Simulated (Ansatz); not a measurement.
What a trial cell of Nb₂W relaxes into

Theory: DFT PBE, scalar-relativistic, plane waves, PAW (Ansatz). Cutoff 420 eV, Γ-centred k mesh, Gaussian smearing, no spin polarisation in the final step.

Nb₂W was placed on the 2H molybdenite structure type (P6_3/mmc, No. 194), with W in place of Mo, Nb in place of S, at a guessed volume.

```xyz
6
Lattice="2.9861 0.0000 0.0000 -1.4930 2.5860 0.0000 0.0000 0.0000 11.6147" Properties=species:S:1:pos:R:3 pbc="T T T"
Nb    0.0000    1.7240    7.2882
Nb    1.4930    0.8620    1.4809
Nb    0.0000    1.7240   10.1338
Nb    1.4930    0.8620    4.3265
W     0.0000    1.7240    2.9037
W     1.4930    0.8620    8.7110
```

Cell and atoms relax at zero pressure; the relaxation can't lower the symmetry of the start. After a coarse first stage the cell is made exact in the group found at 0.06 Å.

The zero of energy is the elements' standard structures at the same level; no fitted shifts are applied.

What does it relax into?

It keeps P6_3/mmc (No. 194). The result has the 2H molybdenite structure. Conventional cell: a = 3.084 Å, c = 13.141 Å. Around Nb lie 3 W at 2.75 Å and 9 Nb at 2.97–3.08 Å; W is coordinated by 6 Nb at 2.75 Å and 6 W at 3.08 Å.

```cif
data_structure
_symmetry_space_group_name_H-M 'P6_3/mmc'
_symmetry_Int_Tables_number 194
_cell_length_a 3.0839
_cell_length_b 3.0839
_cell_length_c 13.1407
_cell_angle_alpha 90.000
_cell_angle_beta 90.000
_cell_angle_gamma 120.000
_cell_volume 108.23
loop_
_atom_site_label
_atom_site_type_symbol
_atom_site_symmetry_multiplicity
_atom_site_Wyckoff_symbol
_atom_site_fract_x
_atom_site_fract_y
_atom_site_fract_z
_atom_site_occupancy
Nb1 Nb 4 f 0.33333 0.66667 0.59060 1
W1 W 2 c 0.33333 0.66667 0.25000 1
```

What are its volume, energy, density and gap?

The volume per atom is 18.04 Å³ and the density is 11.34 g/cm³. The energy over the elements is 0.50 eV/atom and the gap on the 12×12×4 mesh is 0 eV (a metal).

The final run used a 12×12×4 mesh on its 6-atom cell and 0.10 eV smearing. For metals, differences of a few meV/atom aren't resolved. Spin–orbit coupling is left out. Symmetry constrained the relaxation, so the result can be a saddle point. The steps took of the order of 5 core-minutes in all.